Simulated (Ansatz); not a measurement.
```yaml
crystal:
  periodic: [false, false, false]
  atoms:
    - {symbol: C, position_ang: [-0.515833, 0.789992, -0.190394]}
    - {symbol: C, position_ang: [-0.075592, -0.571006, 0.267357]}
    - {symbol: C, position_ang: [1.134170, -1.034836, 0.090305]}
    - {symbol: O, position_ang: [2.208203, -1.444287, -0.067860]}
    - {symbol: H, position_ang: [-1.341007, 0.717275, -0.903696]}
    - {symbol: H, position_ang: [-0.853850, 1.398169, 0.652724]}
    - {symbol: H, position_ang: [0.298582, 1.325414, -0.679528]}
    - {symbol: H, position_ang: [-0.762673, -1.237920, 0.775290]}
basis:
  gaussian: {orbitals: def2-TZVPD}
hamiltonian: {xc: {name: revPBE0}}
scf: {lower_state_search: off}
output: {forces: true}
```

```sh
$ ansatz run in.yaml --threads 2 --pin off --events-out ev --progress --plain --max-ram 4352MiB
```

Shortened log:

```
Functional definition: revPBE0
910 factors; their error is unknown
mean field evaluation 1: about -5215.6042 eV, gradient 5.5e1 eV
mean field evaluation 2: about -5213.2425 eV, gradient 6.2e1 eV
mean field evaluation 4: about -5221.9277 eV, gradient 2.5e0 eV
mean field evaluation 8: about -5221.9434 eV, gradient 4.5e-1 eV
mean field evaluation 16: about -5221.9437 eV, gradient 3.2e-4 eV
mean field -5221.94372364 eV, -191.9028922830 hartree, gradient 6.0e-6 eV, S^2 0.000000; 0 other end points of the search recorded, 0 dependent functions left out
reference -5221.94376766 eV, -191.9028939011 hartree; 15, 15 occupied and 172, 172 virtual orbitals, 910 factors
Total energy: -5221.94376766 eV, -191.9028939011 hartree
Atom 0 at    -0.515833     0.789992    -0.190394 Å, force    -0.033921     0.108176    -0.036583 eV/Å
Atom 1 at    -0.075592    -0.571006     0.267357 Å, force    -0.121695    -0.046475     0.058475 eV/Å
Atom 2 at     1.134170    -1.034836     0.090305 Å, force    -0.059271     0.006328     0.016000 eV/Å
Atom 3 at     2.208203    -1.444287    -0.067860 Å, force     0.251361    -0.096971    -0.036529 eV/Å
Atom 4 at    -1.341007     0.717275    -0.903696 Å, force    -0.024030     0.004224    -0.017371 eV/Å
Atom 5 at    -0.853850     1.398169     0.652724 Å, force    -0.012709     0.020071     0.018298 eV/Å
Atom 6 at     0.298582     1.325414    -0.679528 Å, force     0.011620     0.019817    -0.012360 eV/Å
Atom 7 at    -0.762673    -1.237920     0.775290 Å, force    -0.011355    -0.015171     0.010071 eV/Å
Dipole moment:    -0.346884     0.175652     0.032066 e Å
Checks for a lower state left out: stability, starts, cluster_reference, orbital_swaps, neighbouring_geometries, increment
```

Run time 2 s (2 threads of an Arm Neoverse V2 on a shared host); peak host memory 0.37 GiB.
